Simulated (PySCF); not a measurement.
Compound: PH3.
SMILES: `P`

Computed with PBE0-D3(BJ)/def2-SVP geometry optimisation, gas phase (PySCF).

Masses are those of the commonest isotopes; rigid-rotor values at the optimised geometry. 

**Question.** What are A, B and C (GHz)?

**Answer.** Ia = 3.84, Ib = 3.84, Ic = 4.33 u·Å²; 505379 MHz·u·Å²/I gives 131470, 131450 and 116795 MHz, that is A = 131.47, B = 131.45, C = 116.80 GHz.

**Question.** What kind of rotor is it?

**Answer.** An oblate symmetric top, as the point group C3v requires two equal moments; the computed ones differ by 0.02 % because the geometry is symmetric only within the optimiser's tolerance: κ = (2 × 131450 − 131470 − 116795)/(131470 − 116795) = 1.00.

**Question.** Is it planar, by Δ = Ic − Ia − Ib?

**Answer.** Not planar: Δ = Ic − Ia − Ib = -3.36 u·Å². For a rigid frame Δ = −2 Σ m c², so Σ m c² = 1.68 u·Å² lies off the ab plane: 1.53 from hydrogen and 0.15 from heavier atoms. The atom farthest from that plane is 0.71 Å away.

**Question.** Give the other two planar moments, Paa and Pbb, and the rms extents of the mass along the axes.

**Answer.** Paa = Σ m a² = (Ib + Ic − Ia)/2 = 2.16 and Pbb = Σ m b² = (Ia + Ic − Ib)/2 = 2.16 u·Å². With the mass M = 34.00 u, the rms extents √(P/M) along a, b and c are 0.25, 0.25, 0.22 Å.

**Question.** Where do the R-branch lines fall?

**Answer.** The dipole of 0.91 D lies along the symmetry axis, so ΔK = 0 and J+1 ← J falls at 2B(J+1) for every K: 262.92 GHz, 525.84 GHz, 788.76 GHz, 1051.68 GHz, 1314.60 GHz for J = 0 to 4.

**Question.** Estimate the classical rotational partition function at 500 K.

**Answer.** Point group C3v, symmetry number σ = 3; q = (√π/σ)·√((kT/h)³/(ABC)), k/h = 20836.6 MHz/K: 442 at 500 K.

No frequency check. No vibrational averaging or centrifugal distortion is included, and the geometry carries the error of its method.
